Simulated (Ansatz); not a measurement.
CHSi2, sextet: reading a ladder of total energies

Geometry: that of the CHSi2, quartet, kept fixed.

```yaml
atoms:
  - { symbol: C, position_ang: [-0.0612, -1.1480, -0.2200] }
  - { symbol: Si, position_ang: [0.0993, 0.1604, 1.1648] }
  - { symbol: Si, position_ang: [-0.0330, 0.3143, -1.1428] }
  - { symbol: H, position_ang: [-1.1174, 0.4501, 2.0084] }
```

Basis cc-pVTZ; Ansatz 0.2.0. Only valence electrons are correlated (noble-gas cores frozen), which leaves 13 electrons in 101 orbitals. R marks a restricted (for open shells ROHF) determinant, U an unrestricted one.

Full CI isn't at hand for all of this; UCCSDT(Q) serves as the reference, and is uncertain by about the last step of the cluster series.

Runs differ by some tens of microhartree through their thresholds and, for an open shell, their frozen cores, so steps under 0.03 kcal/mol mean nothing.

| level | total energy (hartree) |
| --- | --- |
| UHF | -616.079817 |
| UMP2 | -616.347534 |
| UCCSD | -616.387180 |
| UCCSD(T) | -616.404961 |
| UCCSDT | -616.407103 |
| UCCSDT(Q) | -616.408556 |

Task: What is the correlation energy at UCCSDT(Q), and what share of it do UMP2 and UCCSD recover?

Result: E(corr) = -616.408556 − (-616.079817) = -0.328739 hartree = -8.945 eV. UMP2: -0.267717 / -0.328739 = 81.44 %. UCCSD: -0.307363 / -0.328739 = 93.50 %.

Task: By how many kcal/mol does UCCSD(T) miss UCCSDT(Q) (1 hartree = 627.509 kcal/mol), and which steps make up the rest?

Result: -616.404961 − (-616.408556) = 0.003595 hartree = 2.26 kcal/mol. Steps: UCCSDT − UCCSD(T) = -1.34, UCCSDT(Q) − UCCSDT = -0.91 kcal/mol. Differences between like states or geometries often cancel part of this.
